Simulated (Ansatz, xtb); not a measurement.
## Relative energy of two structures of HSSi

Structure X: `[SiH]=S`, a doublet. Structure Y: a doublet given by its coordinates. Both are isolated molecules in the gas phase, relaxed with r2SCAN-D4/def2-TZVP.

X (Å):

```yaml
atoms:
  - { symbol: S, position_ang: [0.9706, 1.3381, 0.6321] }
  - { symbol: Si, position_ang: [-0.8462, 0.6562, 0.3983] }
  - { symbol: H, position_ang: [-1.2074, -0.0512, -0.8932] }
```

Y (Å):

```
atom    x (Å)    y (Å)    z (Å)
   S  -4.5260  -0.4727  -1.4529
  Si  -4.1423   1.5842  -1.7046
   H  -4.4953  -0.5926  -0.1041
```

Close contacts (Å): S1–Si2 2.11, S1–H3 1.35.

Question: Estimate E(Y) − E(X) at the level CCSD(T)/def2-TZVPP.

Answer: Calculated at CCSD(T)/def2-TZVPP: E(Y) − E(X) = +14.7 kJ/mol, so structure X lies lower.

The same difference at several levels:

```tsv
level	geometry	E(Y) − E(X) (kJ/mol)	departure from the last row (kJ/mol)	job, with rough time for the two
GFN2-xTB	GFN2-xTB	+86.3	+71.6	optimisation, 0.068 s
HF/STO-3G	GFN2-xTB	−23.0	−37.7	single point, 0.54 s
r2SCAN-D4/def2-SVP	GFN2-xTB	+25.0	+10.3	single point, 3.4 s
r2SCAN-D4/def2-TZVP	r2SCAN-D4/def2-TZVP	+26.8	+12.2	optimisation, 57 s
HF/def2-TZVPP	r2SCAN-D4/def2-TZVP	−0.3	−15.0	part of the CCSD(T) run
MP2/def2-TZVPP	r2SCAN-D4/def2-TZVP	+23.3	+8.6	part of the CCSD(T) run
CCSD(T)/def2-TZVPP	r2SCAN-D4/def2-TZVP	+14.7		single point, 13 s
```

HF/STO-3G puts the two in the other order. HF/def2-TZVPP finds them nearly level. The largest departure from CCSD(T)/def2-TZVPP is that of GFN2-xTB, 71.6 kJ/mol.

With harmonic frequencies from r2SCAN-D4/def2-TZVP (ideal gas, rigid rotor, one conformer each, 298.15 K, 1 atm): the zero-point term adds +2.7 kJ/mol; ΔH is +17.5 and ΔG +16.9 kJ/mol.

Open shells are spin-unrestricted, with notable spin contamination under HF/STO-3G. The correlated steps freeze 10 core orbitals. Programs: Ansatz 0.2.0, xtb 6.7.1; the last row on 1 thread of Arm Neoverse V1 on a shared host.
